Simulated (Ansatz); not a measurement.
CH₈SSi, closed shell: a pair in one relaxed arrangement.

The input file, in.yaml:

```yaml
crystal:
  periodic: [false, false, false]
  atoms:
    - {symbol: C, position_ang: [-0.717191, -0.429705, -1.704567]}
    - {symbol: S, position_ang: [0.943024, 0.260752, -1.546601]}
    - {symbol: H, position_ang: [-1.352393, -0.129674, -0.871575]}
    - {symbol: H, position_ang: [-0.599104, -1.512950, -1.679023]}
    - {symbol: H, position_ang: [-1.175869, -0.150336, -2.652022]}
    - {symbol: H, position_ang: [0.590961, 1.555121, -1.582172]}
    - {symbol: Si, position_ang: [0.470059, 0.082163, 1.994523]}
    - {symbol: H, position_ang: [1.860087, 0.573046, 1.841656]}
    - {symbol: H, position_ang: [0.150367, -0.017426, 3.445175]}
    - {symbol: H, position_ang: [0.317833, -1.261789, 1.383822]}
    - {symbol: H, position_ang: [-0.487776, 1.030800, 1.370783]}
basis:
  gaussian: {orbitals: def2-SVP}
correlation: {method: ccsd_t}
```

Command:

```bash
ansatz run in.yaml --threads 4 --pin off --events-out ev --progress --plain --max-ram 9574MiB
```

Output of Ansatz 0.2.0:

```
Functional definition: HF
  name "HF"
  cite "Fock, Z. Phys. 61, 126 (1930) doi:10.1007/BF01340294"
  parent pbe
  exchange = exact_x
  correlation = 0
888 factors; integrals over basis functions are off by at most 1.2e-3 eV
mean field evaluation 1: about -19828.0770 eV, gradient 1.9e1 eV
mean field evaluation 2: about -19828.0811 eV, gradient 1.9e1 eV
mean field evaluation 4: about -19829.4969 eV, gradient 2.1e0 eV
mean field evaluation 8: about -19829.5128 eV, gradient 3.3e-5 eV
mean field evaluation 16: about -19829.5091 eV, gradient 8.4e-2 eV
mean field -19829.51284850 eV, -728.7211562557 hartree, gradient 1.4e-6 eV, S^2 0.000000; 0 other end points of the search recorded, 0 dependent functions left out
11 core orbitals not correlated: weight in the atoms' cores, before any rotation towards them, 1.000 or more for the frozen orbitals, at most 0.000 for the correlated occupied ones
reference -19829.51284850 eV, -728.7211562557 hartree; 11, 11 occupied and 68, 68 virtual orbitals, 888 factors
second order -10.95022054 eV of doubles, -0.00000000 eV of singles
cycle   1  -12.22159844 eV  change    -1.3e0 eV  update   7.8e-2
cycle   2  -12.67349711 eV  change   -4.5e-1 eV  update   2.5e-2
cycle   3  -12.70198558 eV  change   -2.8e-2 eV  update   6.1e-3
cycle   4  -12.70168512 eV  change    3.0e-4 eV  update   1.9e-3
cycle   5  -12.70133284 eV  change    3.5e-4 eV  update   5.0e-4
cycle   6  -12.70122779 eV  change    1.1e-4 eV  update   1.5e-4
cycle   7  -12.70122116 eV  change    6.6e-6 eV  update   4.3e-5
cycle   8  -12.70122299 eV  change   -1.8e-6 eV  update   1.4e-5
perturbative correction -0.29780053 eV, -0.0109439675 hartree
Total energy: -19842.51187201 eV, -729.1988615587 hartree
```

The lines “mean field evaluation” count trial sets of orbitals through the whole run, from several starts and some on an approximate energy, so they need not fall steadily or lie above the final value.

Hardware: 4 CPU threads of an Arm Neoverse V2, shared host. Wall time about 1.3 s.
